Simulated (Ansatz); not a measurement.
# PH2+ (singlet): correlated methods under varied settings at distance P1–H3 = 1.754 Å

What do other methods and options give for PH2+ (singlet) at this geometry, and how long do they take?

Program: Ansatz 0.2.0, Gaussian basis. Level of theory: the settings change from run to run. These are calculated values, not measurements.

9 further runs of the same task are left out: 9 that didn't finish. Runs told in other sessions of the task aren't counted.

### 1 What is computed

The geometry derives from a PBE0/def2-TZVP stationary point (not a proven minimum). One bond is set to the value named and the two fragments are kept rigid.

3 atoms, charge 1, spin multiplicity 1.

Atoms are counted from 1 here; the program's logs count them from 0.

Bond lengths: P1–H2 1.429 Å.

As a file:

```
P     0.0000   -0.0677   -0.0071
H     0.0000    0.9277   -1.0327
H     0.0000    1.1539    1.2515
```

### 2 CCSD(T)/cc-pVDZ

Contents of in.yaml:

```yaml
crystal:
  periodic: [false, false, false]
  atoms:
    - {symbol: P, position_ang: [0.000000, -0.067737, -0.007121]}
    - {symbol: H, position_ang: [0.000000, 0.927658, -1.032677]}
    - {symbol: H, position_ang: [0.000000, 1.153880, 1.251516]}
basis:
  gaussian: {orbitals: cc-pVDZ}
total_charge: 1
magnetization: {spin_polarized: false}
hamiltonian: {xc: {name: B3LYP}}
correlation: {method: ccsd_t, electrons: outside_noble_gas, diis_vectors: 1}
```

Run with:

```sh
ansatz run in.yaml --threads 1 --pin off --events-out ev --progress --plain --max-ram 2393MiB
```

The program printed, shortened:

```text
Functional definition: B3LYP
  name "B3LYP"
  cite "Stephens, Devlin, Chabalowski & Frisch, J. Phys. Chem. 98, 11623 (1994) doi:10.1021/j100096a001"
  cite "Becke, Phys. Rev. A 38, 3098 (1988) doi:10.1103/PhysRevA.38.3098"
  cite "Lee, Yang & Parr, Phys. Rev. B 37, 785 (1988) doi:10.1103/PhysRevB.37.785"
  cite "Vosko, Wilk & Nusair, Can. J. Phys. 58, 1200 (1980) doi:10.1139/p80-159"
[...]
283 factors; integrals over basis functions are off by at most 1.2e-3 eV
[...]
mean field -9310.05869629 eV, -342.1383465044 hartree, gradient 4.4e-6 eV, S^2 0.000000; 0 other end points of the search recorded, 0 dependent functions left out
5 core orbitals not correlated: weight in the atoms' cores, before any rotation towards them, 1.000 or more for the frozen orbitals, at most 0.000 for the correlated occupied ones
reference -9292.48474878 eV, -341.4925158453 hartree; 3, 3 occupied and 20, 20 virtual orbitals, 283 factors
second order -2.85654722 eV of doubles, -0.11032721 eV of singles
cycle   1  -3.47695500 eV  change   -5.1e-1 eV  update   6.1e-2
[...]
cycle  13  -3.73231255 eV  change    6.2e-7 eV  update   3.7e-6
perturbative correction -0.08486765 eV, -0.0031188284 hartree
Total energy: -9296.30192898 eV, -341.6327946302 hartree
```

Wall time 0.39 s (1 thread of Arm Neoverse V2, shared host).

From the report: correlation -3.8172 eV; T1 0.010; largest double amplitude 0.11. The orbitals are Kohn-Sham ones, so correlation energy and T1 don't compare with those on Hartree-Fock orbitals.

### 3 MRCISD+Q(relaxed)(2,5)/6-31G*

Contents of in.yaml:

```yaml
crystal:
  periodic: [false, false, false]
  atoms:
    - {symbol: P, position_ang: [0.000000, -0.067737, -0.007121]}
    - {symbol: H, position_ang: [0.000000, 0.927658, -1.032677]}
    - {symbol: H, position_ang: [0.000000, 1.153880, 1.251516]}
basis:
  gaussian: {orbitals: "6-31G*"}
total_charge: 1
correlation: {method: fic_mrcisd_q_relaxed, electrons: outside_noble_gas, active_space: {window: {electrons: 2, orbitals: 5}}}
```

Same command.

The program printed, shortened:

```text
Functional definition: HF
  name "HF"
  cite "Fock, Z. Phys. 61, 126 (1930) doi:10.1007/BF01340294"
  parent pbe
[...]
229 factors; integrals over basis functions are off by at most 7.2e-4 eV
[...]
mean field -9291.90983547 eV, -341.4713881708 hartree, gradient 6.5e-7 eV, S^2 0.000000; 0 other end points of the search recorded, 0 dependent functions left out; unrestricted orbitals would lower it
reference -9291.90983547 eV, -341.4713881708 hartree; 8, 8 occupied and 15, 15 virtual orbitals, 229 factors
state -9292.70716694 eV, -341.5006895620 hartree
contracted CI cycle   1: correlation 0.00000000 eV, 0.0000000000 hartree, residual 1.06e1 eV
contracted CI cycle   2: correlation -2.11077225 eV, -0.0775694494 hartree, residual 2.79e0 eV
contracted CI cycle   3: correlation -2.30226094 eV, -0.0846065291 hartree, residual 1.29e0 eV
contracted CI cycle   4: correlation -2.34167546 eV, -0.0860549858 hartree, residual 7.10e-1 eV
contracted CI cycle   5: correlation -2.35416182 eV, -0.0865138513 hartree, residual 3.89e-1 eV
contracted CI cycle   6: correlation -2.35862965 eV, -0.0866780410 hartree, residual 2.32e-1 eV
contracted CI cycle   7: correlation -2.36015957 eV, -0.0867342644 hartree, residual 1.48e-1 eV
contracted CI cycle   8: correlation -2.36081196 eV, -0.0867582393 hartree, residual 9.36e-2 eV
contracted CI cycle   9: correlation -2.36104303 eV, -0.0867667311 hartree, residual 4.81e-2 eV
contracted CI cycle  10: correlation -2.36109663 eV, -0.0867687009 hartree, residual 2.08e-2 eV
contracted CI cycle  11: correlation -2.36110562 eV, -0.0867690310 hartree, residual 7.50e-3 eV
contracted CI cycle  12: correlation -2.36110679 eV, -0.0867690742 hartree, residual 2.59e-3 eV
contracted CI cycle  13: correlation -2.36110694 eV, -0.0867690797 hartree, residual 1.09e-3 eV
state -9292.70716694 eV, -341.5006895620 hartree; corrected -9295.22317407 eV, -341.5931511184 hartree
Total energy: -9295.22317407 eV, -341.5931511184 hartree
```

It took 0.57 s on 1 thread of Arm Neoverse V2, shared host.

From the report: 17 determinants; active occupations 1.94, 0.06, 0.00, 0.00, 0.00.

### 4 NEVPT2(4,4)/cc-pVDZ

Contents of in.yaml:

```yaml
crystal:
  periodic: [false, false, false]
  atoms:
    - {symbol: P, position_ang: [0.000000, -0.067737, -0.007121]}
    - {symbol: H, position_ang: [0.000000, 0.927658, -1.032677]}
    - {symbol: H, position_ang: [0.000000, 1.153880, 1.251516]}
basis:
  gaussian: {orbitals: cc-pVDZ}
total_charge: 1
correlation: {method: sc_nevpt2, electrons: all, active_space: {window: {electrons: 4, orbitals: 4}}}
accuracy: high
output: {forces: true}
```

The command is unchanged.

The program printed, shortened:

```text
Functional definition: HF
  name "HF"
  cite "Fock, Z. Phys. 61, 126 (1930) doi:10.1007/BF01340294"
  parent pbe
[...]
548 factors; integrals over basis functions are off by at most 2.8e-9 eV
[...]
mean field -9292.67422869 eV, -341.4994791035 hartree, gradient 9.4e-9 eV, S^2 0.000000; 0 other end points of the search recorded, 0 dependent functions left out; unrestricted orbitals would lower it
reference -9292.67422869 eV, -341.4994791035 hartree; 8, 8 occupied and 20, 20 virtual orbitals, 548 factors
state -9293.94219885 eV, -341.5460761474 hartree
state -9293.94219885 eV, -341.5460761474 hartree; corrected -9295.88012586 eV, -341.6172936513 hartree
state -9293.79738560 eV, -341.5407543586 hartree
state -9293.79738560 eV, -341.5407543586 hartree; corrected -9295.77319139 eV, -341.6133638822 hartree
state -9293.94219885 eV, -341.5460761474 hartree; corrected -9295.88012586 eV, -341.6172936513 hartree
[...]
Total energy: -9295.88012586 eV, -341.6172936513 hartree
Atom 0 at     0.000000    -0.067737    -0.007121 Å, force     0.000000     2.124492     2.118224 eV/Å
Atom 1 at     0.000000     0.927658    -1.032677 Å, force    -0.000000    -0.030607     0.072468 eV/Å
Atom 2 at     0.000000     1.153880     1.251516 Å, force    -0.000000    -2.093885    -2.190691 eV/Å
Dipole moment:    -0.000000     0.198594    -0.006165 e Å
```

Wall time 0.66 s (1 thread of Arm Neoverse V2, shared host).

From the report: 18 determinants; active occupations 1.96, 1.92, 0.07, 0.06.

### 5 CCSDT(Q)/cc-pVDZ

in.yaml, as its differences from that of step 4:

```diff
@@ -9,4 +9,4 @@
 total_charge: 1
-correlation: {method: sc_nevpt2, electrons: all, active_space: {window: {electrons: 4, orbitals: 4}}}
-accuracy: high
-output: {forces: true}
+magnetization: {spin_polarized: false}
+hamiltonian: {xc: {name: B3LYP}}
+correlation: {method: ccsdt_q, electrons: outside_noble_gas}
```

Same command.

The program printed, shortened:

```text
Functional definition: B3LYP
  name "B3LYP"
  cite "Stephens, Devlin, Chabalowski & Frisch, J. Phys. Chem. 98, 11623 (1994) doi:10.1021/j100096a001"
  cite "Becke, Phys. Rev. A 38, 3098 (1988) doi:10.1103/PhysRevA.38.3098"
  cite "Lee, Yang & Parr, Phys. Rev. B 37, 785 (1988) doi:10.1103/PhysRevB.37.785"
  cite "Vosko, Wilk & Nusair, Can. J. Phys. 58, 1200 (1980) doi:10.1139/p80-159"
[...]
505 factors; integrals over basis functions are off by at most 1.6e-7 eV
[...]
mean field -9310.05868048 eV, -342.1383459233 hartree, gradient 4.5e-6 eV, S^2 0.000000; 0 other end points of the search recorded, 0 dependent functions left out
5 core orbitals not correlated: weight in the atoms' cores, before any rotation towards them, 1.000 or more for the frozen orbitals, at most 0.000 for the correlated occupied ones
reference -9292.48475264 eV, -341.4925159872 hartree; 3, 3 occupied and 20, 20 virtual orbitals, 505 factors
second order -2.85658916 eV of doubles, -0.11032665 eV of singles
cycle   1  -3.47697790 eV  change   -5.1e-1 eV  update   6.5e-2
[...]
cycle  15  -3.83603238 eV  change   -3.9e-7 eV  update   2.7e-7
perturbative correction -0.00409571 eV, -0.0001505146 hartree
Total energy: -9296.32488074 eV, -341.6336380917 hartree
```

Run time: 0.78 s. Hardware: 1 thread of Arm Neoverse V2, shared host.

From the report: correlation -3.8401 eV; T1 0.010; largest double amplitude 0.11. The orbitals are Kohn-Sham ones, so correlation energy and T1 don't compare with those on Hartree-Fock orbitals.

### 6 CCSD on RHF/STO-3G

in.yaml, as its differences from that of step 5:

```diff
@@ -7,6 +7,6 @@
 basis:
-  gaussian: {orbitals: cc-pVDZ}
+  gaussian: {orbitals: STO-3G}
 total_charge: 1
 magnetization: {spin_polarized: false}
-hamiltonian: {xc: {name: B3LYP}}
-correlation: {method: ccsdt_q, electrons: outside_noble_gas}
+correlation: {method: ccsd, electrons: all}
+accuracy: high
```

The command is unchanged.

The program printed, shortened:

```text
Functional definition: HF
  name "HF"
  cite "Fock, Z. Phys. 61, 126 (1930) doi:10.1007/BF01340294"
  parent pbe
[...]
162 factors; integrals over basis functions are off by at most 9.9e-9 eV
[...]
mean field -9190.12018440 eV, -337.7306874895 hartree, gradient 2.0e-8 eV, S^2 0.000000; 1 other end points of the search recorded, 0 dependent functions left out; unrestricted orbitals would lower it
reference -9190.12018440 eV, -337.7306874895 hartree; 8, 8 occupied and 3, 3 virtual orbitals, 162 factors
second order -1.26285312 eV of doubles, -0.00000000 eV of singles
cycle   1  -1.70394370 eV  change   -4.4e-1 eV  update   7.1e-2
[...]
cycle  18  -2.03697861 eV  change   3.3e-10 eV  update   1.5e-9
Total energy: -9192.15716301 eV, -337.8055450726 hartree
```

Run time: 0.15 s. Hardware: 1 thread of Arm Neoverse V2, shared host.

From the report: correlation -2.0370 eV; T1 0.008; largest double amplitude 0.15.

### 7 MRCISD+Q(relaxed)(2,6)/cc-pVDZ

in.yaml, as its differences from that of step 6:

```diff
@@ -7,6 +7,5 @@
 basis:
-  gaussian: {orbitals: STO-3G}
+  gaussian: {orbitals: cc-pVDZ}
 total_charge: 1
-magnetization: {spin_polarized: false}
-correlation: {method: ccsd, electrons: all}
-accuracy: high
+correlation: {method: fic_mrcisd_q_relaxed, electrons: all, active_space: {window: {electrons: 2, orbitals: 6}}}
+scf: {lower_state_search: light}
```

The command is unchanged.

The program printed, shortened:

```text
Functional definition: HF
  name "HF"
  cite "Fock, Z. Phys. 61, 126 (1930) doi:10.1007/BF01340294"
  parent pbe
[...]
283 factors; integrals over basis functions are off by at most 1.2e-3 eV
[...]
mean field -9292.67422523 eV, -341.4994789765 hartree, gradient 1.1e-6 eV, S^2 0.000000; 0 other end points of the search recorded, 0 dependent functions left out; unrestricted orbitals would lower it
reference -9292.67422523 eV, -341.4994789765 hartree; 8, 8 occupied and 20, 20 virtual orbitals, 283 factors
state -9293.66622432 eV, -341.5359342704 hartree
contracted CI cycle   1: correlation 0.00000000 eV, 0.0000000000 hartree, residual 1.37e1 eV
contracted CI cycle   2: correlation -2.49676260 eV, -0.0917543332 hartree, residual 3.36e0 eV
contracted CI cycle   3: correlation -2.69248977 eV, -0.0989471740 hartree, residual 1.32e0 eV
contracted CI cycle   4: correlation -2.72416812 eV, -0.1001113319 hartree, residual 6.25e-1 eV
contracted CI cycle   5: correlation -2.73151540 eV, -0.1003813394 hartree, residual 2.48e-1 eV
contracted CI cycle   6: correlation -2.73259781 eV, -0.1004211173 hartree, residual 7.79e-2 eV
contracted CI cycle   7: correlation -2.73271338 eV, -0.1004253644 hartree, residual 2.96e-2 eV
contracted CI cycle   8: correlation -2.73273231 eV, -0.1004260602 hartree, residual 1.31e-2 eV
contracted CI cycle   9: correlation -2.73273639 eV, -0.1004262101 hartree, residual 6.26e-3 eV
contracted CI cycle  10: correlation -2.73273735 eV, -0.1004262453 hartree, residual 3.39e-3 eV
contracted CI cycle  11: correlation -2.73273761 eV, -0.1004262547 hartree, residual 1.75e-3 eV
state -9293.66622432 eV, -341.5359342704 hartree; corrected -9296.57797883 eV, -341.6429392750 hartree
Total energy: -9296.57797883 eV, -341.6429392750 hartree
```

It took 1.4 s on 1 thread of Arm Neoverse V2, shared host.

From the report: 26 determinants; active occupations 1.91, 0.06, 0.02, 0.01, 0.00, 0.00.

### 8 MRCISD+Q(relaxed)(4,7)/def2-SVP

Contents of in.yaml:

```yaml
crystal:
  periodic: [false, false, false]
  atoms:
    - {symbol: P, position_ang: [0.000000, -0.067737, -0.007121]}
    - {symbol: H, position_ang: [0.000000, 0.927658, -1.032677]}
    - {symbol: H, position_ang: [0.000000, 1.153880, 1.251516]}
basis:
  gaussian: {orbitals: def2-SVP}
total_charge: 1
correlation: {method: fic_mrcisd_q_relaxed, electrons: valence, active_space: {window: {electrons: 4, orbitals: 7}, states: [{multiplicity: 1, weights: [1, 0.5, 1, 0.5]}]}}
scf: {lower_state_search: off}
```

Launched as before.

The program printed, shortened:

```text
Functional definition: HF
  name "HF"
  cite "Fock, Z. Phys. 61, 126 (1930) doi:10.1007/BF01340294"
  parent pbe
[...]
438 factors; integrals over basis functions are off by at most 2.2e-7 eV
[...]
mean field -9289.67069962 eV, -341.3891014460 hartree, gradient 2.3e-6 eV, S^2 0.000000; 0 other end points of the search recorded, 0 dependent functions left out
reference -9289.67069962 eV, -341.3891014460 hartree; 8, 8 occupied and 20, 20 virtual orbitals, 438 factors
state -9291.06386544 eV, -341.4402993456 hartree
state -9288.58507823 eV, -341.3492055957 hartree
state -9286.74912032 eV, -341.2817353872 hartree
state -9284.89941227 eV, -341.2137598702 hartree
contracted CI cycle   1: correlation 0.00000000 eV, 0.0000000000 hartree, residual 1.11e1 eV
contracted CI cycle   2: correlation -2.09230172 eV, -0.0768906699 hartree, residual 2.35e0 eV
[...]
contracted CI cycle  12: correlation -2.79139545 eV, -0.1025818906 hartree, residual 3.05e-2 eV
contracted CI cycle  13: correlation -2.79140731 eV, -0.1025823267 hartree, residual 9.61e-3 eV
contracted CI cycle  14: correlation -2.79140995 eV, -0.1025824235 hartree, residual 6.18e-3 eV
contracted CI cycle  15: correlation -2.79141090 eV, -0.1025824584 hartree, residual 3.34e-3 eV
contracted CI cycle  16: correlation -2.79141115 eV, -0.1025824676 hartree, residual 1.71e-3 eV
contracted CI cycle  17: correlation -2.79141124 eV, -0.1025824710 hartree, residual 1.29e-3 eV
contracted CI cycle  18: correlation -2.79141118 eV, -0.1025824689 hartree, residual 3.39e-3 eV
contracted CI cycle  19: correlation -2.79141122 eV, -0.1025824703 hartree, residual 5.78e-4 eV
state -9284.89941227 eV, -341.2137598702 hartree; corrected -9287.89600520 eV, -341.3238826290 hartree
Total energy: -9290.84484547 eV, -341.4322505102 hartree
Checks for a lower state left out: stability, starts, cluster_reference, orbital_swaps, neighbouring_geometries, increment
```

Wall time 3 s (1 thread of Arm Neoverse V2, shared host).

From the report: 221 determinants; active occupations (of the averaged states) 1.62, 1.45, 0.83, 0.07, 0.02, 0.01, 0.01.

### 9 BCCD(T) on UHF/def2-TZVP

Contents of in.yaml:

```yaml
crystal:
  periodic: [false, false, false]
  atoms:
    - {symbol: P, position_ang: [0.000000, -0.067737, -0.007121]}
    - {symbol: H, position_ang: [0.000000, 0.927658, -1.032677]}
    - {symbol: H, position_ang: [0.000000, 1.153880, 1.251516]}
basis:
  gaussian: {orbitals: def2-TZVP, point_charges: [{charge: -0.50, position_ang: [4.568, 0.564, -0.063]}]}
total_charge: 1
magnetization: {spin_polarized: true, initial_magnetization: 0}
correlation: {method: bccd_t, electrons: valence, diis_vectors: 12}
output: {forces: true}
```

Launched as before.

The program printed, shortened:

```text
Functional definition: HF
  name "HF"
  cite "Fock, Z. Phys. 61, 126 (1930) doi:10.1007/BF01340294"
  parent pbe
[...]
315 factors; integrals over basis functions are off by at most 8.1e-4 eV
[...]
mean field -9294.60530697 eV, -341.5704449213 hartree, gradient 2.8e-6 eV, S^2 0.393850; 4 other end points of the search recorded, 0 dependent functions left out
determinant -9294.60530697 eV, -341.5704449213 hartree, with singles and doubles -9298.59330006 eV, -341.7170009644 hartree
determinant -9293.47657705 eV, -341.5289648620 hartree, with singles and doubles -9296.90954370 eV, -341.6551240594 hartree
determinant -9291.57275780 eV, -341.4590007948 hartree, with singles and doubles -9295.17974487 eV, -341.5915551248 hartree
5 core orbitals not correlated: weight in the atoms' cores, before any rotation towards them, 1.000 or more for the frozen orbitals, at most 0.000 for the correlated occupied ones
reference -9294.60530697 eV, -341.5704449213 hartree; 3, 3 occupied and 41, 41 virtual orbitals, 315 factors
second order -2.91153803 eV of doubles, -0.00000000 eV of singles
cycle   1  -4.00719902 eV  change   -2.6e-1 eV  update   4.0e-2
[...]
cycle  18  -3.96422038 eV  change    3.5e-7 eV  update   6.6e-7
perturbative correction -0.12827403 eV, -0.0047139835 hartree
[...]
Total energy: -9298.69780137 eV, -341.7208413166 hartree
Atom 0 at     0.000000    -0.067737    -0.007121 Å, force     0.291807     2.330369     2.237424 eV/Å
Atom 1 at     0.000000     0.927658    -1.032677 Å, force     0.037768    -0.057683     0.095406 eV/Å
Atom 2 at     0.000000     1.153880     1.251516 Å, force     0.030407    -2.239264    -2.337133 eV/Å
Dipole moment:     0.045940     0.191600     0.007035 e Å
```

It took 2.9 s on 1 thread of Arm Neoverse V2, shared host.

From the report: ⟨S²⟩ of the determinant 0.394 (pure singlet: 0.00); correlation -4.0925 eV; largest double amplitude 0.10.

### 10 FCI/6-31G*

Contents of in.yaml:

```yaml
crystal:
  periodic: [false, false, false]
  atoms:
    - {symbol: P, position_ang: [0.000000, -0.067737, -0.007121]}
    - {symbol: H, position_ang: [0.000000, 0.927658, -1.032677]}
    - {symbol: H, position_ang: [0.000000, 1.153880, 1.251516]}
basis:
  gaussian: {orbitals: "6-31G*"}
total_charge: 1
correlation: {method: fci, electrons: outside_noble_gas}
```

Same command.

The program printed:

```text
Functional definition: HF
  name "HF"
  cite "Fock, Z. Phys. 61, 126 (1930) doi:10.1007/BF01340294"
  parent pbe
  exchange = exact_x
  correlation = 0
382 factors; integrals over basis functions are off by at most 1.8e-7 eV
mean field evaluation 1: about -9291.7363 eV, gradient 6.1e0 eV
mean field evaluation 2: about -9291.7375 eV, gradient 6.1e0 eV
mean field evaluation 4: about -9291.9092 eV, gradient 2.6e-1 eV
mean field evaluation 8: about -9291.9098 eV, gradient 8.4e-7 eV
mean field -9291.90983167 eV, -341.4713880312 hartree, gradient 6.7e-7 eV, S^2 0.000000; 0 other end points of the search recorded, 0 dependent functions left out; unrestricted orbitals would lower it
mean field evaluation 16: about -9291.9996 eV, gradient 1.8e-1 eV
5 core orbitals not correlated: weight in the atoms' cores, before any rotation towards them, 1.000 or more for the frozen orbitals, at most 0.000 for the correlated occupied ones
reference -9291.90983167 eV, -341.4713880312 hartree; 3, 3 occupied and 15, 15 virtual orbitals, 382 factors
state -9295.18419643 eV, -341.5917187165 hartree
Total energy: -9295.18419643 eV, -341.5917187165 hartree
```

It took 0.9 s on 1 thread of Arm Neoverse V2, shared host.

From the report: 336,128 determinants, symmetry A'.

### 11 All runs side by side

Where basis and cores are those of an earlier FCI/cc-pVDZ run (-9296.3705 eV), and the records show the same count of frozen orbitals and kind of state, the miss against it is given; a blank cell means that this couldn't be shown.

```
                                                   level         correlated  functions  energy (eV)  from FCI (meV)    time
                     CCSD(T)/cc-pVDZ (on B3LYP orbitals)  outside noble gas         28   -9296.3019            68.6  0.39 s
                           MRCISD+Q(relaxed)(2,5)/6-31G*  outside noble gas         23   -9295.2232                  0.57 s
                                     NEVPT2(4,4)/cc-pVDZ                all         28   -9295.8801                  0.66 s
                    CCSDT(Q)/cc-pVDZ (on B3LYP orbitals)  outside noble gas         28   -9296.3249            45.6  0.78 s
                                      CCSD on RHF/STO-3G                all         11   -9192.1572                  0.15 s
                          MRCISD+Q(relaxed)(2,6)/cc-pVDZ                all         28   -9296.5780                   1.4 s
MRCISD+Q(relaxed)(4,7)/def2-SVP (mean of several states)            valence         28   -9290.8448                     3 s
        BCCD(T) on UHF/def2-TZVP (beside a point charge)            valence         49   -9298.6978                   2.9 s
                                              FCI/6-31G*  outside noble gas         23   -9295.1842                   0.9 s
```

### 12 Results

```
quantity                                                          value
    runs                                                              9
quickest                                     CCSD on RHF/STO-3G, 0.15 s
 slowest  MRCISD+Q(relaxed)(4,7)/def2-SVP (mean of several states), 3 s
```

In words: Total energies in different bases, with other cores or another treatment of relativity can't be set against each other. MRCISD+Q(relaxed)(4,7)/def2-SVP (mean of several states) took 20 times as long as CCSD on RHF/STO-3G; the jobs differ in more than the method. Among the correlated runs with a miss given, it spans +46 to +69 meV. Cores frozen from Kohn-Sham orbitals shift the total energy.
